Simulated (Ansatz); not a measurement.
Results of HSE06+SOC (PAW; Ansatz, a program for electronic structure) for Bi2OS2 (P4/nmm, No. 129; cell taken from a computed entry).

Run with plane-wave cutoff 460 eV, 6×6×2 k mesh (along the axes of the cell as run), Fermi–Dirac smearing 0.01 eV, PAW data made under PBE.

Cell (relaxed with PBEsol):

```
Bi2OS2
1.0
    3.93293     0.00000     0.00000
    0.00000     3.93293     0.00000
    0.00000     0.00000    13.86119
Bi S O
4 4 2
Direct
  0.00000   0.50000   0.86804
  0.50000   0.00000   0.13196
  0.50000   0.00000   0.59092
  0.00000   0.50000   0.40908
  0.50000   0.00000   0.89549
  0.00000   0.50000   0.10451
  0.00000   0.50000   0.68674
  0.50000   0.00000   0.31326
  0.00000   0.00000   0.50000
  0.50000   0.50000   0.50000
```

Estimate the band gap and direct gap at Γ that the calculation returns.


* **band gap**: 0.65 eV (direct)
* **direct gap at Γ**: 2.93 eV

Note: cell and atoms aren't relaxed at this level (largest force component 0.26 eV/Å, pressure 0.9 GPa); the cell has widely spaced layers and the level no dispersion term, so their spacing and the moduli can rest on weak binding.
